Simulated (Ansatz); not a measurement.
**What a trial cell of ScPb2 relaxes into**

Theory: DFT PBE, scalar-relativistic, plane waves, PAW (Ansatz 0.2.0).

ScPb2 was placed on the sites of a reported Li2Pt cell (P6/mmm, No. 191), with Sc in place of Pt, Pb in place of Li, at a guessed volume.

Input of the last, converged step (default PAW datasets):

```yaml
crystal:
  lattice:
    - [5.2988116561, 0.0, 0.0]
    - [-2.6494058281, 4.5889055042, 0.0]
    - [0.0, 0.0, 3.3684044985]
  atoms:
    - { symbol: Sc, position: [0.0, 0.0, 0.0] }
    - { symbol: Pb, position: [0.3333333333, 0.6666666667, 0.5] }
    - { symbol: Pb, position: [0.6666666667, 0.3333333333, 0.5] }
basis:
  ecutwfc: 420
kpoints:
  mp_grid: { grid: [12, 12, 14] }
hamiltonian:
  xc: pbe
scf:
  occupations: { method: gaussian, width: 0.1 }
output:
  forces: true
  stress: true
  eigenvalues: true
relax:
  adjacent_minimum: "off"
  f_tol: 0.01
  max_steps: 80
  cell: { stress_tol: 0.05 }
```

Launched as:

```bash
ansatz run input.yaml --threads 1 --pin off --max-ram 2560MiB --backend cpu --events-out ev --progress --plain --runs-dir out
```

Time: 94 s on 1 thread of Arm Neoverse V1, with other jobs on the host, peak memory 0.55 GiB.

End of the output:

```
SCF converged after 6 iterations
Free energy (F): -25948.690118 eV
Harris-Foulkes:  -25948.690118 eV  (|F-HF|=3.64e-12)
Internal energy: -25948.673513 eV  (E = F + TS)
E sigma→0 (E₀):  -25948.681815 eV
Entropy (-TS):   -0.016606 eV (-5.535 meV/atom)
Fermi energy:    10.769881 eV
--- Per-component energies (eV) ---
  E_band       = -238.927210
  E_kinetic    = 839.896633
  E_local      = -2891.560281  (includes V_loc(G=0)·N_el)
  E_nonlocal   = 783.021725
  E_hartree    = 1107.135893
  E_xc         = -545.029833
  E_vxc        = -393.315756  (∫ρ·V_xc dr)
  E_paw        = -21769.980896  (= ΣΔE_a)
  E_vpaw       = -791.241410  (= ΣTr[D̂ρ^β])
  E_aug_tail   = 0.000107  (compensation charges beyond the density's cutoff)
  E_ewald      = -3472.156861
  E_smearing   = -0.016606  (= −TS)
  E_closure    = 0.000000  (closes the sum)
  Σ components = -25948.690118   (vs F -25948.690118, Δ=0.00e0)
--- Forces (eV/Å), atoms counted from 1 ---
  atom   1  Sc     0.00000000     0.00000000     0.00000000
  atom   2  Pb     0.00000000     0.00000000     0.00000000
  atom   3  Pb     0.00000000     0.00000000     0.00000000
  max |Σ_I F_I| component: 3.70e-17 eV/Å
--- Stress (GPa, compression-positive) ---
       -0.003179       0.000000       0.000000
        0.000000      -0.003179       0.000000
        0.000000       0.000000       0.008793
  P = ⅓ Tr σ = 0.0008 GPa (0.008 kbar)
--- Relaxed structure (4 steps of the walk, 4 accepted, 1 SCFs on fresh bases) ---
  F+E_penalty+E_count = -25948.69011834 eV   max|allowed force component| = 3.701e-16 eV/Å   (the final SCF, on the basis selected at the relaxed cell)
  cell:  # Å, volume = 84.7306 Å³
    - [5.461445, 0.000000, 0.0]
    - [-2.730723, 4.729750, 0.0]
    - [0.0, 0.0, 3.280154]
  atoms:
    - { symbol: Sc, position: [0.000000, 0.000000, 0.0] }
    - { symbol: Pb, position: [0.333333, 0.666667, 0.500000] }
    - { symbol: Pb, position: [0.666667, 0.333333, 0.500000] }
```

Total energies depend on the potentials used, so only differences within one code and one set of settings carry meaning.

The result has space group P6/mmm (No. 191). Sc is coordinated by 2 Sc at 3.28 Å and 12 Pb at 3.55 Å; around Pb lie 5 Pb at 3.15–3.28 Å and 6 Sc at 3.55 Å.

Against the elements it lies at -0.02 eV/atom. Energies over the elements count from the elements' standard structures at the same level, with no empirical corrections.

The k mesh leaves about 4 meV/atom of noise in metals. Spin–orbit coupling is left out.

Symmetry constrained the relaxation, so the result can be a saddle point.